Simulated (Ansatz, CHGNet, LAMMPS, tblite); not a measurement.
# How well does each level of theory give the lattice constant a of rock-salt CdO?

Reference value: 4.696 Å (measured, temperature not stated, not corrected to a static lattice; as tabulated in Gopal et al. (2015), doi:10.1103/physrevb.91.245202).

```json
[
 {"level (code)": "ionic model lewis1985a (rigid ions, LAMMPS)", "value (Å)": "4.689", "difference (%)": "-0.15"},
 {"level (code)": "IPEA1-xTB (tblite)", "value (Å)": "4.458", "difference (%)": "-5.07"},
 {"level (code)": "CHGNet 0.3.0", "value (Å)": "4.779", "difference (%)": "+1.77"},
 {"level (code)": "LDA (Ansatz)", "value (Å)": "4.634", "difference (%)": "-1.32"},
 {"level (code)": "PBE (Ansatz)", "value (Å)": "4.768", "difference (%)": "+1.53"},
 {"level (code)": "revPBE (Ansatz)", "value (Å)": "4.808", "difference (%)": "+2.39"},
 {"level (code)": "RPBE (Ansatz)", "value (Å)": "4.824", "difference (%)": "+2.73"},
 {"level (code)": "PBE-D3(BJ) (Ansatz)", "value (Å)": "4.726", "difference (%)": "+0.64"},
 {"level (code)": "PBEsol-D3(BJ) (Ansatz)", "value (Å)": "4.655", "difference (%)": "-0.87"},
 {"level (code)": "rVV10 (Ansatz)", "value (Å)": "4.781", "difference (%)": "+1.81"},
 {"level (code)": "B3LYP (VWN-RPA form) (Ansatz)", "value (Å)": "4.763", "difference (%)": "+1.43"},
 {"level (code)": "Hartree–Fock (Ansatz)", "value (Å)": "4.738", "difference (%)": "+0.89"}
]
```

Leaving aside IPEA1-xTB (doubt noted below): The reference's temperature isn't stated, so close values are not ranked against it. Off by more than 1.25 %, or 1.75 % on the side where a correction would as a rule narrow the miss (bounds picked here): RPBE (+2.73 %), revPBE (+2.39 %), rVV10 (+1.81 %), CHGNet 0.3.0 (+1.77 %), PBE (+1.53 %), B3LYP (VWN-RPA form) (+1.43 %).

The reference isn't brought to a static lattice, while the calculations are for one, so the differences are not the levels' errors alone. A static lattice is as a rule a little smaller than the measured one.  IPEA1-xTB: this parameter set was refitted to ionisation energies, not structures. IPEA1-xTB: the run uses a supercell at the zone centre in place of a k mesh. Cutoffs and k meshes differ between the levels. Ansatz's density-functional and Hartree–Fock values are scalar-relativistic unless marked +SOC, with PAW data made under PBE.

Empirical potentials (ionic model lewis1985a) are fitted to chosen data: where that held the value shown, agreement is built in, and what lay outside the fit can be far off. Machine-learned potentials (CHGNet 0.3.0) are trained on DFT data: a solid inside that data is no test of them.

Differences are worked out from the printed values.

Ansatz is an electronic-structure program.
